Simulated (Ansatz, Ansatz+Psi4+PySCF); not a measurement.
```xyz
2

P     0.0000    0.0000   -0.7157
N     0.0000    0.0000    0.7157
```

Basis set: cc-pVTZ on N; cc-pV(T+d)Z on P (spherical functions). Correlated methods keep 6 orbitals frozen. Charge 0, multiplicity 1.

Computed with Ansatz (development build ahead of 0.2.0); the reference of a correlated method needn't be the lowest determinant of its kind. Restricted open shells among the atoms or ions are ROHF, correlated in semicanonical orbitals with singles.

Question: Give the atomization energy at this shape (free ground-state atoms in the same class of orbitals less the molecule, no zero-point energy) of singlet PN by RHF-CCSD(T), UHF-CCSD(T).

Answer:

```json
{"method": "RHF-CCSD(T)", "atomization energy": "5.65 eV"}
{"method": "UHF-CCSD(T)", "atomization energy": "5.60 eV"}
```

Caution: the shape is not the minimum.
